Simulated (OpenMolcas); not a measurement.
**doublet S2O+, step by step**

We compute a single-point energy (UHF/STO-3G), then the energy (CASSCF(3,3)/STO-3G), then a single-point energy (CASPT2(3,3)/STO-3G), then a single-point energy (SC-NEVPT2(3,3)/STO-3G), then a single-point energy (MRCI(3,3)/STO-3G) of doublet S2O+. 

Program for the calculation: OpenMolcas 26.06.

2 further runs of the same task are left out: 1 for a known fault of the program, 1 set aside as unsound or not needed.

### Step 1. The system as given

S2O+ has 3 atoms, charge +1, and is taken as a doublet. SMILES of the parent species: `O=S=S`. The coordinates come from a GFN2-xTB relaxation. That shape belongs to the parent species and isn't relaxed for this state.

Bond lengths: O1–S2 1.448 Å, S2–S3 1.909 Å. Angles: O1–S2–S3 114.6°.

### Step 2. A single-point energy at UHF/STO-3G (run 1)

Contents of input.xyz:

```xyz
3

O      0.431370     1.195520     0.483120
S      0.559470    -0.210460     0.159300
S     -0.990830    -0.985060    -0.642420
```

Contents of step1.inp:

```
&GATEWAY
BasLib=$CurrDir
Coord=input.xyz
Basis=STO-3G
Group=NoSym
&SEWARD
&SCF
UHF
Charge=1
Spin=2
Scramble=0.25
PrOrbitals=1 1
```

The basis set STO-3G is read from a file made from the Basis Set Exchange's data (not shown).

Launch:

```console
$ export MOLCAS_MEM=1860
$ pymolcas step1.inp > step1.log
```

Log:

```text
--- Start Module: gateway ---
[...]
--- Stop Module: gateway /rc=_RC_ALL_IS_WELL_ ---
--- Start Module: seward ---
[...]
      Basis functions           23
--- Stop Module: seward /rc=_RC_ALL_IS_WELL_ ---
[...]
--- Start Module: scf ---
[...]
       Convergence after  36 Iterations
[...]
::    Total SCF energy                               -859.8654926394
[...]
      Total spin, S                                     0.8635421363
[...]
      Total electronic charge=   39.000000
      Total            charge=    1.000000
[...]
      Dipole Moment (debye):
      Origin of the operator (angstrom)=   -0.0862   -0.2389   -0.0966
                   X= -1.3747E+00               Y= -1.6297E+00               Z= -9.6110E-01           Total=  2.3387E+00
      Center of Charge (angstrom)
[...]
--- Stop Module: scf /rc=_RC_ALL_IS_WELL_ ---
[...]
```

Wall time 7.2 s (1 thread of AMD EPYC, shared host); peak memory 0.37 GiB.

### Step 3. The energy at CASSCF(3,3)/STO-3G (run 2)

input.xyz is that of step 2.

Contents of step2.input:

```
* OS2 CASSCF
>>> EXPORT MOLCAS_PRINT=2
&gateway
baslib=$CurrDir
coord=input.xyz
basis=STO-3G
group=NoSym
&seward
&rasscf
fileorb=$CurrDir/step1.UnaOrb
spin=2
nactel=3 0 0
inactive=18
ras2=3
orblisting=Nothing
orbappear=Compact
```

The basis set STO-3G is read from a file made from the Basis Set Exchange's data (not shown).

Launch:

```console
$ export MOLCAS_MEM=1860
$ pymolcas step2.input > step2.log
```

Log:

```text
--- Start Module: gateway ---
[...]
--- Stop Module: gateway /rc=_RC_ALL_IS_WELL_ ---
--- Start Module: seward ---
[...]
      Basis functions           23
--- Stop Module: seward /rc=_RC_ALL_IS_WELL_ ---
[...]
--- Start Module: rasscf ---
[...]
      Number of active orbitals                  3
[...]
      Spin quantum number                      0.5
[...]
      Active orbitals                            3
[...]
      Number of CSFs                             8
[...]
      Number of root(s) required                 1
[...]
      Convergence after 23 iterations
[...]
      printout of CI-coefficients larger than  0.05 for root  1
      energy=    -859.885719
      conf/sym  111     Coeff  Weight
             1  2u0  -0.93736 0.87864
             4  udu   0.06355 0.00404
             8  0u2  -0.34055 0.11597
      Natural orbitals and occupation numbers for root  1
      sym 1:   1.762673   1.000000   0.237327
      ************************************************************************************************************************
      *                                                    Final results                                                     *
[...]
::    RASSCF root number  1 Total energy:   -859.88571853
[...]
      Total electronic charge=   39.000000
      Total            charge=    1.000000
[...]
      Dipole Moment (debye):
      Origin of the operator (angstrom)=   -0.0862   -0.2389   -0.0966
                   X= -8.3628E-03               Y= -8.6292E-01               Z= -2.3220E-01           Total=  8.9366E-01
      Center of Charge (angstrom)
[...]
--- Stop Module: rasscf /rc=_RC_ALL_IS_WELL_ ---
[...]
```

Wall time 6 s (1 thread of AMD EPYC, shared host); peak memory 0.37 GiB.

### Step 4. A single-point energy at CASPT2(3,3)/STO-3G (run 3)

input.xyz is that of step 3.

Contents of step3.inp:

```
>>> EXPORT MOLCAS_PRINT=2

&GATEWAY
  BasLib
  $CurrDir
  Coord
  input.xyz
  Basis
  STO-3G
  Group
  NoSym

&SEWARD

&RASSCF
  FileOrb
  $CurrDir/step2.RasOrb
  Spin
  2
  Nactel
  3 0 0
  Inactive
  18
  Ras2
  3
  OrbListing
  Nothing
  OrbAppear
  Compact

&CASPT2
  Imaginary
  0.1
  Frozen
  11
```

The basis set STO-3G is read from a file made from the Basis Set Exchange's data (not shown).

Launch:

```console
$ export MOLCAS_MEM=1860
$ pymolcas step3.inp > step3.log
```

Log:

```text
--- Start Module: gateway ---
[...]
--- Stop Module: gateway /rc=_RC_ALL_IS_WELL_ ---
[...]
      Basis functions           23
[...]
--- Start Module: rasscf ---
[...]
      Number of active orbitals                  3
[...]
      Spin quantum number                      0.5
[...]
      Active orbitals                            3
[...]
      Number of CSFs                             8
[...]
      Number of root(s) required                 1
[...]
      Convergence after  4 iterations
[...]
      printout of CI-coefficients larger than  0.05 for root  1
      energy=    -859.885719
      conf/sym  111     Coeff  Weight
             1  2u0  -0.93736 0.87864
             4  udu   0.06355 0.00404
             8  0u2  -0.34055 0.11597
      Natural orbitals and occupation numbers for root  1
      sym 1:   1.762672   1.000000   0.237328
      ************************************************************************************************************************
      *                                                    Final results                                                     *
[...]
::    RASSCF root number  1 Total energy:   -859.88571853
[...]
      Total electronic charge=   39.000000
      Total            charge=    1.000000
[...]
      Dipole Moment (debye):
      Origin of the operator (angstrom)=   -0.0862   -0.2389   -0.0966
                   X= -8.2759E-03               Y= -8.6307E-01               Z= -2.3220E-01           Total=  8.9380E-01
      Center of Charge (angstrom)
[...]
--- Stop Module: rasscf /rc=_RC_ALL_IS_WELL_ ---
[...]
--- Start Module: caspt2 ---
[...]
 ###    WARNING: User changed nr of frozen orbitals.                         ###
 ###############################################################################
[...]
      E2 (Variational):          -0.0774906271
      Total energy:            -859.9632091599
[...]
      Reference weight:           0.95278
[...]
::    CASPT2 Root  1     Total energy:   -859.96320916
[...]
--- Stop Module: caspt2 /rc=_RC_ALL_IS_WELL_ ---
[...]
```

Wall time 5.4 s (1 thread of AMD EPYC, shared host); peak memory 0.37 GiB.

### Step 5. A single-point energy at SC-NEVPT2(3,3)/STO-3G (run 4)

input.xyz is that of step 4.

Contents of step4.input:

```
* OS2 NEVPT2
>>> EXPORT MOLCAS_PRINT=2

&GATEWAY
 BasLib=$CurrDir
 Coord=input.xyz
 Basis=STO-3G
 Group=NoSym

&SEWARD

&RASSCF
 FileOrb=$CurrDir/step2.RasOrb
 Spin=2
 Nactel=3 0 0
 Inactive=18
 Ras2=3
 OrbListing=Nothing
 OrbAppear=Compact

&CASPT2
 SC-NEVPT2
 Frozen=11
```

The basis set STO-3G is read from a file made from the Basis Set Exchange's data (not shown).

Launch:

```console
$ export MOLCAS_MEM=1860
$ pymolcas step4.input > step4.log
```

Log:

```text
--- Start Module: gateway ---
[...]
--- Stop Module: gateway /rc=_RC_ALL_IS_WELL_ ---
[...]
      Basis functions           23
[...]
--- Start Module: rasscf ---
[...]
      Number of active orbitals                  3
[...]
      Spin quantum number                      0.5
[...]
      Active orbitals                            3
[...]
      Number of CSFs                             8
[...]
      Number of root(s) required                 1
[...]
      Convergence after  4 iterations
[...]
      printout of CI-coefficients larger than  0.05 for root  1
      energy=    -859.885719
      conf/sym  111     Coeff  Weight
             1  2u0  -0.93736 0.87864
             4  udu   0.06355 0.00404
             8  0u2  -0.34055 0.11597
      Natural orbitals and occupation numbers for root  1
      sym 1:   1.762672   1.000000   0.237328
      ************************************************************************************************************************
      *                                                    Final results                                                     *
[...]
::    RASSCF root number  1 Total energy:   -859.88571853
[...]
      Total electronic charge=   39.000000
      Total            charge=    1.000000
[...]
      Dipole Moment (debye):
      Origin of the operator (angstrom)=   -0.0862   -0.2389   -0.0966
                   X= -8.2759E-03               Y= -8.6307E-01               Z= -2.3220E-01           Total=  8.9380E-01
      Center of Charge (angstrom)
[...]
--- Stop Module: rasscf /rc=_RC_ALL_IS_WELL_ ---
[...]
--- Start Module: caspt2 ---
[...]
 ###    WARNING: User changed nr of frozen orbitals.                         ###
 ###############################################################################
[...]
      E2 (Variational):          -0.0748226209
[...]
      E2 (Variational):          -0.0746766627
      Total energy:            -859.9603951954
[...]
      Reference weight:           0.95689
[...]
::    SC-NEVPT2 Root  1     Total energy:   -859.96039520
[...]
--- Stop Module: caspt2 /rc=_RC_ALL_IS_WELL_ ---
[...]
```

It took 5.1 s on 1 thread of AMD EPYC, shared host; peak memory 0.37 GiB.

### Step 6. The energy at MRCI(3,3)/STO-3G (run 5)

input.xyz is that of step 5.

Contents of step5.input:

```
>>> EXPORT MOLCAS_PRINT=2

&GATEWAY
 BasLib=$CurrDir
 Coord=input.xyz
 Basis=STO-3G
 Group=NoSym

&SEWARD

&RASSCF
 FileOrb=$CurrDir/step2.RasOrb
 Spin=2
 Nactel=3 0 0
 Inactive=18
 Ras2=3
 OrbListing=Nothing
 OrbAppear=Compact

&MOTRA
 LumOrb
 Frozen=11

&GUGA
 Electrons=17
 Spin=2
 Inactive=7
 Active=3
 CIAll=1

&MRCI
 SDCI
```

The basis set STO-3G is read from a file made from the Basis Set Exchange's data (not shown).

Launch:

```console
$ export MOLCAS_MEM=1860
$ pymolcas step5.input > step5.log
```

Log:

```text
--- Start Module: gateway ---
[...]
--- Stop Module: gateway /rc=_RC_ALL_IS_WELL_ ---
[...]
      Basis functions           23
[...]
      Number of active orbitals                  3
[...]
      Spin quantum number                      0.5
[...]
      Active orbitals                            3
[...]
      Number of CSFs                             8
[...]
      Number of root(s) required                 1
[...]
      Convergence after  4 iterations
[...]
      printout of CI-coefficients larger than  0.05 for root  1
      energy=    -859.885719
      conf/sym  111     Coeff  Weight
             1  2u0  -0.93736 0.87864
             4  udu   0.06355 0.00404
             8  0u2  -0.34055 0.11597
      Natural orbitals and occupation numbers for root  1
      sym 1:   1.762672   1.000000   0.237328
      ************************************************************************************************************************
      *                                                    Final results                                                     *
[...]
::    RASSCF root number  1 Total energy:   -859.88571853
[...]
      Dipole Moment (debye):
      Origin of the operator (angstrom)=   -0.0862   -0.2389   -0.0966
                   X= -8.2759E-03               Y= -8.6307E-01               Z= -2.3220E-01           Total=  8.9380E-01
      Center of Charge (angstrom)
[...]
      *** WARNING: Default frozen orbitals is overwritten by user input.
      *** Default values:  11
[...]
--- Start Module: guga ---
[...]
--- Stop Module: guga /rc=_RC_ALL_IS_WELL_ ---
--- Start Module: mrci ---
[...]
       (But an ACPF correction will be computed)
       USE THE DEFAULT ACPF G-VALUE GFAC=  0.11764705882352941
[...]
                      CI ENERGY:  -859.98539407
[...]
                ACPF CORRECTION:    -0.01125704
[...]
      Total electronic charge=   39.000000
      Total            charge=    1.000000
[...]
     ACPF CORRECTION:     -0.01125704
[...]
  CI State   1     Total energy:   -859.98539407     QDav:     -0.01295303     QACPF:     -0.01125704
[...]
--- Stop Module: mrci /rc=_RC_ALL_IS_WELL_ ---
[...]
```

Run time: 7.5 s. Hardware: 1 thread of AMD EPYC, shared host; peak memory 0.37 GiB.

### Step 7. Outcome

```
                                             quantity          value
                      run 1, UHF/STO-3G: total energy  -859.86549 Eh
run 1, UHF/STO-3G: HOMO energy (highest over α and β)      -16.13 eV
 run 1, UHF/STO-3G: LUMO energy (lowest over α and β)       -4.90 eV
                              run 1, UHF/STO-3G: ⟨S²⟩          1.609
              run 2, CASSCF(3,3)/STO-3G: total energy  -859.88572 Eh
              run 3, CASPT2(3,3)/STO-3G: total energy  -859.96321 Eh
           run 4, SC-NEVPT2(3,3)/STO-3G: total energy  -859.96040 Eh
                run 5, MRCI(3,3)/STO-3G: total energy  -859.98539 Eh
```

⟨S²⟩ (run 1, UHF/STO-3G) is 1.61 where a pure doublet has 0.75: the reference is spin-contaminated. Mulliken charges (run 3, CASPT2(3,3)/STO-3G) of the CASSCF density run from -0.12 on O1 to +0.73 on S2; they depend strongly on the basis.
